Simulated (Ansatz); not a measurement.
Compare A (`CC1=C(O)C1`) with its isomer B (`C=C=COC`).

Calculated with Ansatz (gas phase, PBE0-D4/def2-TZVP geometries, no zero-point term in ΔE). CCSD(T)/CBS adds triple-zeta CCSD(T) − MP2 to the extrapolated MP2 energy (def2 sets, frozen cores). DFT in def2-TZVPP. B3LYP here is the variant with VWN-RPA as its local correlation; programs differ in this. Each species was taken in one conformer, which may not be the lowest.

Which isomer does CCSD(T)/CBS put lower? Give the gap. (Estimate.)

Computed: B, by 5.4 kcal/mol.

Give E(B) − E(A) in kcal/mol with PBE0-D4, PBE-D4, HF/def2-TZVPP, CCSD/def2-TZVPP, B3LYP-D4, CCSD(T)/def2-TZVPP, r2SCAN-D4. (An estimate is asked.)

Ansatz gave: PBE0-D4 -1.4, PBE-D4 -3.4, HF/def2-TZVPP -8.6, CCSD/def2-TZVPP -5.6, B3LYP-D4 -8.4, CCSD(T)/def2-TZVPP -5.9, r2SCAN-D4 -5.1. None reverses the order clearly.

Largest T1 diagnostic: 0.013.

In def2-TZVPP, CCSD(T) changes the Hartree–Fock value by +2.7 kcal/mol (the triples alone add −0.3 kcal/mol) and MP2 by +7.3 kcal/mol. From PBE to PBE0 (25 % exact exchange), in def2-TZVPP and without D4, E(B) − E(A) moves by +2.0 kcal/mol.
